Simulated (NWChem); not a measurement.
**CH5SSi (SMILES [CH2]S[SiH3]): levels of theory compared**

Aim: a comparison of 4 runs (UHF/STO-3G, UHF/3-21G, UB3LYP/6-31G*) of CH5SSi. 

The results are computed with NWChem 7.3.0.

## 1. Starting point

CH5SSi has 8 atoms, charge 0, and is taken as a doublet. SMILES: `[CH2]S[SiH3]`. Geometry: relaxed at GFN2-xTB. This is one conformer, not always the lowest.

Bond lengths: C1–S2 1.711 Å, S2–Si3 2.169 Å, C1–H4 1.073 Å, C1–H5 1.074 Å, Si3–H6 1.457 Å, Si3–H7 1.451 Å, Si3–H8 1.457 Å. Angles: C1–S2–Si3 100.1°, S2–C1–H4 118.8°, S2–C1–H5 118.5°, S2–Si3–H6 107.2°, S2–Si3–H7 101.9°, S2–Si3–H8 107.5°, H4–C1–H5 119.8°, H6–Si3–H7 114.1°, H6–Si3–H8 111.2°, H7–Si3–H8 114.1°.

## 2. Energy and gradient at UHF/STO-3G (run 1)

run.py reads:

```python
from ase import Atoms
from ase.calculators.nwchem import NWChem

molecule = Atoms(['C', 'S', 'Si', 'H', 'H', 'H', 'H', 'H'], positions=[
    [-0.739890, 0.762340, -1.259220],
    [-0.763500, -0.831250, -0.635430],
    [0.609970, -0.606960, 1.028240],
    [-0.116890, 0.975800, -2.105920],
    [-1.552950, 1.420260, -1.016300],
    [0.052440, 0.407610, 1.913720],
    [0.617230, -1.944640, 1.591150],
    [1.893600, -0.183160, 0.483750],
])

calc = NWChem(
    label='ch5ssi',
    theory='scf',
    memory='2200 mb',
    basis='STO-3G',
    basispar='spherical bse',
    scf={'nopen': '1', 'uhf': None, 'thresh': '1e-08', 'maxiter': '80'},
)
molecule.calc = calc

forces = molecule.get_forces()
e = molecule.get_potential_energy()
print(f"E = {e:.6f} eV")
print("forces (eV/A):")
for s, f in zip(molecule.symbols, forces):
    print(f"{s:2s} {f[0]:10.5f} {f[1]:10.5f} {f[2]:10.5f}")
```

The run is started by

```sh
$ export ASE_NWCHEM_COMMAND="nwchem PREFIX.nwi > PREFIX.nwo"
$ python run.py
```

Log:

```text
E = -19566.435715 eV
forces (eV/A):
C     0.05086    0.78198   -0.15529
S     0.58035   -1.73421    1.43046
Si   -0.91490    0.03538   -1.15391
H     0.10727    0.51515   -0.41791
H    -0.16650    0.58590   -0.20034
H     0.64982   -0.77550   -0.28652
H     0.35990    0.94730    0.06582
H    -0.66679   -0.35599    0.71770
```

The calculator wrote ch5ssi.nwi:

```
title "ch5ssi"

permanent_dir ch5ssi

scratch_dir ch5ssi

start ch5ssi

geometry units angstrom nocenter noautosym noautoz
  C  -7.3989000000000005e-01 7.6234000000000002e-01 -1.2592200000000000e+00
  S  -7.6349999999999996e-01 -8.3125000000000004e-01 -6.3543000000000005e-01
  Si 6.0997000000000001e-01 -6.0696000000000006e-01 1.0282400000000000e+00
  H  -1.1688999999999999e-01 9.7580000000000000e-01 -2.1059199999999998e+00
  H  -1.5529500000000001e+00 1.4202600000000001e+00 -1.0163000000000000e+00
  H  5.2440000000000001e-02 4.0760999999999997e-01 1.9137200000000001e+00
  H  6.1722999999999995e-01 -1.9446399999999999e+00 1.5911500000000001e+00
  H  1.8935999999999999e+00 -1.8315999999999999e-01 4.8375000000000001e-01
end

memory 2200 mb

basis spherical bse noprint
   * library STO-3G
end

scf
  nopen 1
  uhf
  thresh 1e-08
  maxiter 80
end

task scf gradient
```

ch5ssi.nwo:

```text
Northwest Computational Chemistry Package (NWChem) 7.3.0
             --------------------------------------------------------

           Job information
           ---------------

    nwchem branch   = 7.3.0
    use scalapack   = T
    input           = ch5ssi.nwi
    prefix          = ch5ssi.
    data base       = ch5ssi/ch5ssi.db
    status          = startup
    nproc           =        1

           Memory information
           ------------------

    heap     =     72089594 doubles =      550.0 Mbytes
    stack    =     72089599 doubles =      550.0 Mbytes
    global   =    144179200 doubles =     1100.0 Mbytes (distinct from heap & stack)
    total    =    288358393 doubles =     2200.0 Mbytes
    verify   = yes
    hardfail = no

[... 38 lines left out ...]
            Nuclear Dipole moment (a.u.)
[... 87 lines left out ...]
 1-e energy   =   -1290.253117
[... 7 lines left out ...]
         Quadratically convergent UHF
[... 14 lines left out ...]
       Final UHF  results
[... 3 lines left out ...]
      One electron energy =  -1287.499643214392
[... 1 line left out ...]
 Nuclear repulsion energy =    144.651595159025
[... 40 lines left out ...]
          Final beta eigenvalues
[... 179 lines left out ...]
                     UHF Final Beta Molecular Orbital Analysis
[... 218 lines left out ...]
                         UHF ENERGY GRADIENTS

    atom               coordinates                        gradient
                 x          y          z           x          y          z
   1 C      -1.398189   1.440614  -2.379581   -0.000989  -0.015207   0.003020
   2 S      -1.442806  -1.570835  -1.200789   -0.011286   0.033725  -0.027818
   3 Si      1.152676  -1.146988   1.943092    0.017792  -0.000688   0.022440
[... 4 lines of this table left out ...]
   8 H       3.578385  -0.346122   0.914155    0.012967   0.006923  -0.013957

                 ----------------------------------------
                 |  Time  |  1-e(secs)   |  2-e(secs)   |
                 ----------------------------------------
                 |  CPU   |       0.00   |       0.41   |
                 ----------------------------------------
                 |  WALL  |       0.00   |       0.41   |
                 ----------------------------------------

 Task  times  cpu:        1.8s     wall:        1.8s
 Total times  cpu:        1.8s     wall:        1.8s
```

Wall time 2.8 s (1 thread of Intel Xeon Platinum 8488C (Sapphire Rapids), shared host); peak memory 0.099 GiB.

## 3. Energy and gradient at UHF/3-21G (run 2)

test.nw reads:

```
start test
title "CH5SSi"
memory stack 880 mb heap 220 mb global 1100 mb
charge 0

geometry units atomic noautosym nocenter noautoz
  C  -1.39818946  1.44061381 -2.37958093
  S  -1.44280590 -1.57083484 -1.20078867
  Si  1.15267624 -1.14698817  1.94309199
  H  -0.22089009  1.84399475 -3.97961204
  H  -2.93465019  2.68390243 -1.92052866
  H   0.09909724  0.77027127  3.61640668
  H   1.16639566 -3.67483701  3.00683772
  H   3.57838539 -0.34612224  0.91415501
end

basis spherical bse
  * library 3-21G
end

scf
  doublet
  uhf
  thresh 1e-08
  maxiter 80
  print medium
end

task scf gradient
```

The run is started by

```sh
$ nwchem test.nw > test.out
```

Log:

```text
[...]
  functions       =    45
[...]
  wavefunction    = UHF
[...]
         Total SCF energy =   -723.454894366602
      One electron energy =  -1288.058339915316
      Two electron energy =    419.951860747513
 Nuclear repulsion energy =    144.651584801201
                       Sz =      0.5000
                 Sz(Sz+1) =      0.7500
                      S^2 =      0.7640
[...]
                         UHF ENERGY GRADIENTS
    atom               coordinates                        gradient
                 x          y          z           x          y          z
   1 C      -1.398189   1.440614  -2.379581    0.004913  -0.053605   0.026811
   2 S      -1.442806  -1.570835  -1.200789    0.016002   0.056738  -0.002418
   3 Si      1.152676  -1.146988   1.943092   -0.003861  -0.000788  -0.005040
   4 H      -0.220890   1.843995  -3.979612    0.000352  -0.002402  -0.001337
   5 H      -2.934650   2.683902  -1.920529   -0.002847  -0.001244   0.000938
   6 H       0.099097   0.770271   3.616407    0.000088  -0.005163  -0.009178
   7 H       1.166396  -3.674837   3.006838   -0.004375   0.008252  -0.008947
   8 H       3.578385  -0.346122   0.914155   -0.010272  -0.001787  -0.000827
[...]
```

Run time: 2.9 s. Hardware: 1 thread of Intel Xeon Platinum 8488C (Sapphire Rapids), shared host; peak memory 0.099 GiB.

## 4. Energy and gradient at UB3LYP/6-31G(d) (spherical functions) (run 3)

run.py reads:

```python
from ase import Atoms
from ase.calculators.nwchem import NWChem

molecule = Atoms('CSSiHHHHH', positions=[
    [-0.739890, 0.762340, -1.259220],
    [-0.763500, -0.831250, -0.635430],
    [0.609970, -0.606960, 1.028240],
    [-0.116890, 0.975800, -2.105920],
    [-1.552950, 1.420260, -1.016300],
    [0.052440, 0.407610, 1.913720],
    [0.617230, -1.944640, 1.591150],
    [1.893600, -0.183160, 0.483750],
])

calc = NWChem(
    label='ch5ssi',
    theory='dft',
    memory='2200 mb',
    basis='6-31G*',
    basispar='spherical bse',
    dft={'xc': 'b3lyp', 'mult': '2', 'grid': 'xfine', 'convergence': 'energy 1e-08', 'iterations': '100', 'mulliken': None},
)
molecule.calc = calc

forces = molecule.get_forces()
print("Total energy (eV):", round(molecule.get_potential_energy(), 6))
print("forces (eV/A):")
for s, f in zip(molecule.symbols, forces):
    print(f"{s:2s} {f[0]:10.5f} {f[1]:10.5f} {f[2]:10.5f}")
```

The run is started by

```sh
$ export ASE_NWCHEM_COMMAND="nwchem PREFIX.nwi > PREFIX.nwo"
$ python run.py
```

Log:

```text
Total energy (eV): -19829.960499
forces (eV/A):
C    -0.10634    0.53443   -0.28529
S    -0.06294   -1.19633    0.40469
Si   -0.66612    0.10377   -0.88132
H     0.30231    0.25536   -0.34329
H    -0.24770    0.40973    0.07353
H    -0.00715    0.30272    0.51849
H     0.19967   -0.52060    0.46753
H     0.58822    0.11092    0.04566
```

The calculator wrote ch5ssi.nwi:

```
title "ch5ssi"

permanent_dir ch5ssi

scratch_dir ch5ssi

start ch5ssi

geometry units angstrom nocenter noautosym noautoz
  C  -7.3989000000000005e-01 7.6234000000000002e-01 -1.2592200000000000e+00
  S  -7.6349999999999996e-01 -8.3125000000000004e-01 -6.3543000000000005e-01
  Si 6.0997000000000001e-01 -6.0696000000000006e-01 1.0282400000000000e+00
  H  -1.1688999999999999e-01 9.7580000000000000e-01 -2.1059199999999998e+00
  H  -1.5529500000000001e+00 1.4202600000000001e+00 -1.0163000000000000e+00
  H  5.2440000000000001e-02 4.0760999999999997e-01 1.9137200000000001e+00
  H  6.1722999999999995e-01 -1.9446399999999999e+00 1.5911500000000001e+00
  H  1.8935999999999999e+00 -1.8315999999999999e-01 4.8375000000000001e-01
end

memory 2200 mb

basis spherical bse noprint
   * library 6-31G*
end

dft
  xc b3lyp
  mult 2
  grid xfine
  convergence energy 1e-08
  iterations 100
  mulliken
end

task dft gradient
```

ch5ssi.nwo:

```text
Northwest Computational Chemistry Package (NWChem) 7.3.0
             --------------------------------------------------------

           Job information
           ---------------

    nwchem branch   = 7.3.0
    use scalapack   = T
    input           = ch5ssi.nwi
    prefix          = ch5ssi.
    data base       = ch5ssi/ch5ssi.db
    status          = startup
    nproc           =        1

           Memory information
           ------------------

    heap     =     72089594 doubles =      550.0 Mbytes
    stack    =     72089599 doubles =      550.0 Mbytes
    global   =    144179200 doubles =     1100.0 Mbytes (distinct from heap & stack)
    total    =    288358393 doubles =     2200.0 Mbytes
    verify   = yes
    hardfail = no

[... 123 lines left out ...]
          Convergence on energy requested:  1.00D-08
[... 27 lines left out ...]
          Convergence Information
[... 30 lines left out ...]
 1-e energy   =   -1290.666640
[... 61 lines left out ...]
      One electron energy =    -1293.260663350067
[... 8 lines left out ...]
                    DFT Final Alpha Molecular Orbital Analysis
[... 963 lines left out ...]
          Convergence on gradient requested:  5.00D-04
[... 28 lines left out ...]
          total energy or number of iterations.
[... 26 lines left out ...]
                         DFT ENERGY GRADIENTS

    atom               coordinates                        gradient
                 x          y          z           x          y          z
   1 C      -1.398189   1.440614  -2.379581    0.002068  -0.010393   0.005548
   2 S      -1.442806  -1.570835  -1.200789    0.001224   0.023265  -0.007870
   3 Si      1.152676  -1.146988   1.943092    0.012954  -0.002018   0.017139
[... 4 lines of this table left out ...]
   8 H       3.578385  -0.346122   0.914155   -0.011439  -0.002157  -0.000888

                 ----------------------------------------
                 |  Time  |  1-e(secs)   |  2-e(secs)   |
                 ----------------------------------------
                 |  CPU   |       0.00   |       3.58   |
                 ----------------------------------------
                 |  WALL  |       0.00   |       3.58   |
                 ----------------------------------------

 Task  times  cpu:       39.9s     wall:       39.9s
 Total times  cpu:       39.9s     wall:       39.9s
```

Wall time 41 s (1 thread of Intel Xeon Platinum 8488C (Sapphire Rapids), shared host); peak memory 0.14 GiB.

## 5. Energy and forces at UB3LYP/6-31G(d) (Cartesian functions) (run 4)

run.py reads:

```python
from ase import Atoms
from ase.calculators.nwchem import NWChem

mol = Atoms(['C', 'S', 'Si', 'H', 'H', 'H', 'H', 'H'], positions=[
    [-0.739890, 0.762340, -1.259220],
    [-0.763500, -0.831250, -0.635430],
    [0.609970, -0.606960, 1.028240],
    [-0.116890, 0.975800, -2.105920],
    [-1.552950, 1.420260, -1.016300],
    [0.052440, 0.407610, 1.913720],
    [0.617230, -1.944640, 1.591150],
    [1.893600, -0.183160, 0.483750],
])

calc = NWChem(
    label='ch5ssi',
    theory='dft',
    memory='2200 mb',
    basis='6-31G*',
    dft={'xc': 'b3lyp', 'mult': '2', 'grid': 'xfine', 'convergence': 'energy 1e-08', 'iterations': '100', 'mulliken': None},
)
mol.calc = calc

forces = mol.get_forces()
print(f"energy = {mol.get_potential_energy():.6f} eV")
print("forces (eV/A):")
for s, f in zip(mol.symbols, forces):
    print(f"{s:2s} {f[0]:10.5f} {f[1]:10.5f} {f[2]:10.5f}")
```

The run is started by

```sh
$ export ASE_NWCHEM_COMMAND="nwchem PREFIX.nwi > PREFIX.nwo"
$ python run.py
```

Log:

```text
energy = -19830.104460 eV
forces (eV/A):
C    -0.10624    0.54168   -0.28817
S    -0.06531   -1.20235    0.40418
Si   -0.66355    0.10403   -0.87819
H     0.30077    0.25500   -0.34139
H    -0.24590    0.40829    0.07276
H    -0.00638    0.30138    0.51746
H     0.19993   -0.51844    0.46686
H     0.58667    0.11030    0.04654
```

The calculator wrote ch5ssi.nwi:

```
title "ch5ssi"

permanent_dir ch5ssi

scratch_dir ch5ssi

start ch5ssi

geometry units angstrom nocenter noautosym noautoz
  C  -7.3989000000000005e-01 7.6234000000000002e-01 -1.2592200000000000e+00
  S  -7.6349999999999996e-01 -8.3125000000000004e-01 -6.3543000000000005e-01
  Si 6.0997000000000001e-01 -6.0696000000000006e-01 1.0282400000000000e+00
  H  -1.1688999999999999e-01 9.7580000000000000e-01 -2.1059199999999998e+00
  H  -1.5529500000000001e+00 1.4202600000000001e+00 -1.0163000000000000e+00
  H  5.2440000000000001e-02 4.0760999999999997e-01 1.9137200000000001e+00
  H  6.1722999999999995e-01 -1.9446399999999999e+00 1.5911500000000001e+00
  H  1.8935999999999999e+00 -1.8315999999999999e-01 4.8375000000000001e-01
end

memory 2200 mb

basis noprint
   * library 6-31G*
end

dft
  xc b3lyp
  mult 2
  grid xfine
  convergence energy 1e-08
  iterations 100
  mulliken
end

task dft gradient
```

ch5ssi.nwo:

```text
Northwest Computational Chemistry Package (NWChem) 7.3.0
             --------------------------------------------------------

           Job information
           ---------------

    nwchem branch   = 7.3.0
    use scalapack   = T
    input           = ch5ssi.nwi
    prefix          = ch5ssi.
    data base       = ch5ssi/ch5ssi.db
    status          = startup
    nproc           =        1

           Memory information
           ------------------

    heap     =     72089594 doubles =      550.0 Mbytes
    stack    =     72089599 doubles =      550.0 Mbytes
    global   =    144179200 doubles =     1100.0 Mbytes (distinct from heap & stack)
    total    =    288358393 doubles =     2200.0 Mbytes
    verify   = yes
    hardfail = no

[... 123 lines left out ...]
          Convergence on energy requested:  1.00D-08
[... 27 lines left out ...]
          Convergence Information
[... 30 lines left out ...]
 1-e energy   =   -1290.666622
[... 61 lines left out ...]
      One electron energy =    -1293.137398359279
[... 8 lines left out ...]
                    DFT Final Alpha Molecular Orbital Analysis
[... 1008 lines left out ...]
          Convergence on gradient requested:  5.00D-04
[... 28 lines left out ...]
          total energy or number of iterations.
[... 26 lines left out ...]
                         DFT ENERGY GRADIENTS

    atom               coordinates                        gradient
                 x          y          z           x          y          z
   1 C      -1.398189   1.440614  -2.379581    0.002066  -0.010534   0.005604
   2 S      -1.442806  -1.570835  -1.200789    0.001270   0.023382  -0.007860
   3 Si      1.152676  -1.146988   1.943092    0.012904  -0.002023   0.017078
[... 4 lines of this table left out ...]
   8 H       3.578385  -0.346122   0.914155   -0.011409  -0.002145  -0.000905

                 ----------------------------------------
                 |  Time  |  1-e(secs)   |  2-e(secs)   |
                 ----------------------------------------
                 |  CPU   |       0.00   |       3.61   |
                 ----------------------------------------
                 |  WALL  |       0.00   |       3.61   |
                 ----------------------------------------

 Task  times  cpu:       45.4s     wall:       45.4s
 Total times  cpu:       45.4s     wall:       45.4s
```

Run time: 47 s. Hardware: 1 thread of Intel Xeon Platinum 8488C (Sapphire Rapids), shared host; peak memory 0.14 GiB.

## 6. The series

```csv
run,level,iteration cap,module,energy (Eh),dipole moment (D),HOMO energy (eV),LUMO energy (eV),wall time
1,UHF/STO-3G,80,scf,-719.053256,1.46,-6.52,8.24,2.8 s
2,UHF/3-21G,80,scf,-723.454894,2.33,-9.47,2.79,2.9 s
3,UB3LYP/6-31G* (spherical functions),100,dft,-728.737613,1.46,-5.88,-2.13,41 s
4,UB3LYP/6-31G* (Cartesian functions),100,dft,-728.742904,1.46,-5.89,-2.13,47 s
```

## 7. What came out

| quantity | value |
| --- | --- |
| run 4: total energy | -728.74290 Eh |
| run 4: dipole moment | 1.46 D |
| run 4: HOMO energy (highest over α and β) | -5.89 eV |
| run 4: LUMO energy (lowest over α and β) | -2.13 eV |
| run 4: ⟨S²⟩ | 0.754 |
| run 4: largest force on an atom | 1.270 eV/Å |

The dipole moment (its size) runs from 1.46 D (UB3LYP/6-31G*) to 2.33 D (UHF/3-21G). The two ends differ in method and basis. In run 1 the basis is minimal, so the values are rough. All runs together took 93 s, the longest 47 s.
